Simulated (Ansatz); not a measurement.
in.yaml

```yaml
crystal:
  periodic: [false, false, false]
  atoms:
    - {symbol: Ge, position_ang: [-0.050799, 0.004499, 0.688580]}
    - {symbol: P, position_ang: [0.120778, -0.011643, -1.631750]}
    - {symbol: H, position_ang: [0.716741, -1.199969, 1.208466]}
    - {symbol: H, position_ang: [0.613949, 1.232495, 1.238267]}
    - {symbol: H, position_ang: [-1.381225, 0.001023, -1.927885]}
basis:
  gaussian: {orbitals: cc-pVDZ}
magnetization: {spin_polarized: true, initial_magnetization: 2}
correlation: {method: ccsdt_q, electrons: outside_noble_gas}
```

```sh
$ ansatz run in.yaml --threads 1 --pin off --events-out ev --progress --plain --max-ram 2393MiB
```

(1) Roughly how long does this take on 1 thread of Arm Neoverse V1, shared host, and how much host memory?

```
1192 factors; integrals over basis functions are off by at most 2.2e-7 eV
mean field evaluation 1: about -65789.7185 eV, gradient 8.0e0 eV
mean field evaluation 2: about -65789.7399 eV, gradient 8.0e0 eV
mean field evaluation 4: about -65790.7495 eV, gradient 9.3e-1 eV
mean field evaluation 8: about -65790.7753 eV, gradient 4.1e-3 eV
mean field evaluation 16: about -65790.7235 eV, gradient 9.2e-1 eV
mean field evaluation 32: about -65788.3862 eV, gradient 5.3e-2 eV
mean field evaluation 64: about -65788.3884 eV, gradient 4.9e-1 eV
mean field evaluation 96: about -65787.1070 eV, gradient 7.3e-2 eV
mean field -65790.77533061 eV, -2417.7663988106 hartree, gradient 2.9e-6 eV, S^2 2.019028; 1 other end points of the search recorded, 0 dependent functions left out
determinant -65790.77533061 eV, -2417.7663988106 hartree, with singles and doubles -65796.81427892 eV, -2417.9883260679 hartree
determinant -65788.38645672 eV, -2417.6786093147 hartree, with singles and doubles -65794.40373984 eV, -2417.8997403906 hartree
19 core orbitals not correlated: weight in the atoms' cores, before any rotation towards them, 0.999 or more for the frozen orbitals, at most 0.000 for the correlated occupied ones
reference -65790.77533061 eV, -2417.7663988106 hartree; 7, 5 occupied and 34, 36 virtual orbitals, 1192 factors
second order -4.92192390 eV of doubles, -0.00000000 eV of singles
cycle   1  -5.71440131 eV  change   -7.9e-1 eV  update   8.2e-2
cycle   2  -6.16433310 eV  change   -4.5e-1 eV  update   3.6e-2
cycle   3  -6.24187700 eV  change   -7.8e-2 eV  update   1.7e-2
cycle   4  -6.24215739 eV  change   -2.8e-4 eV  update   7.9e-3
cycle   5  -6.24563578 eV  change   -3.5e-3 eV  update   4.1e-3
cycle   6  -6.24480033 eV  change    8.4e-4 eV  update   2.0e-3
cycle   7  -6.24486809 eV  change   -6.8e-5 eV  update   9.1e-4
cycle   8  -6.24578165 eV  change   -9.1e-4 eV  update   4.5e-4
cycle   9  -6.24573882 eV  change    4.3e-5 eV  update   1.9e-4
cycle  10  -6.24553069 eV  change    2.1e-4 eV  update   8.9e-5
cycle  11  -6.24555613 eV  change   -2.5e-5 eV  update   4.5e-5
cycle  12  -6.24559444 eV  change   -3.8e-5 eV  update   2.4e-5
cycle  13  -6.24561922 eV  change   -2.5e-5 eV  update   1.1e-5
cycle  14  -6.24561812 eV  change    1.1e-6 eV  update   5.4e-6
cycle  15  -6.24560959 eV  change    8.5e-6 eV  update   2.7e-6
cycle  16  -6.24560858 eV  change    1.0e-6 eV  update   1.5e-6
perturbative correction -0.00935114 eV, -0.0003436482 hartree
Total energy: -65797.03029033 eV, -2417.9962643407 hartree
```

## Answers

(1) 63 s wall and 0.59 GiB.
